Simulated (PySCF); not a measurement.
Species: 2-chloropentane, C₅H₁₁Cl.
Atom-mapped SMILES: `[CH3:1][CH2:2][CH2:3][C@@H:4]([CH3:5])[Cl:6]` (hydrogens: H7, H8, H9 on C1; H10, H11 on C2; H12, H13 on C3; H14 on C4; H15, H16, H17 on C5)

Computed geometry: GFN2-xTB, gas phase.

Question: What internal coordinates does the optimisation give?

Answer: 
```
                  bond  length (bohr)
                 C1–C2          2.879
                 C2–C3          2.887
                 C3–C4          2.878
                 C4–C5          2.870
                C4–Cl6          3.398
   C1–H7, C1–H8, C1–H9          2.056
                C2–H10          2.062
                C2–H11          2.065
                C3–H12          2.066
                C3–H13          2.064
                C4–H14          2.067
C5–H15, C5–H16, C5–H17          2.055
```

Bonds in one row agree within 0.02 bohr and their mean is given. A selection of angles:
```
     angle  degrees
  C2–C1–H7    110.4
  C2–C1–H8    110.6
  H7–C1–H8    108.4
  C1–C2–C3    111.6
 C1–C2–H10    109.5
 C1–C2–H11    109.4
 C3–C2–H10    109.2
 C3–C2–H11    109.2
H10–C2–H11    107.8
  C2–C3–C4    112.9
 C2–C3–H12    109.3
 C2–C3–H13    109.6
 C4–C3–H12    107.8
 C4–C3–H13    109.3
H12–C3–H13    107.9
  C3–C4–C5    112.8
 C3–C4–Cl6    109.4
 C3–C4–H14    110.3
 C5–C4–Cl6    108.4
 C5–C4–H14    110.5
Cl6–C4–H14    105.2
 C4–C5–H15    109.6
 C4–C5–H16    110.6
H15–C5–H16    108.7
```

Torsions: C1–C2–C3–C4 -177° (antiperiplanar); C2–C3–C4–C5 175° (antiperiplanar).

Of the pairs four or more bonds apart, Cl6···H10 is among the closest relative to their van der Waals radii: 2.75 Å, 93 % of the sum of Bondi's values.

Point group: C1 (no symmetry element, even within 0.4 Å). Whether it is a minimum is left open (no frequencies). One conformer, not necessarily the lowest.
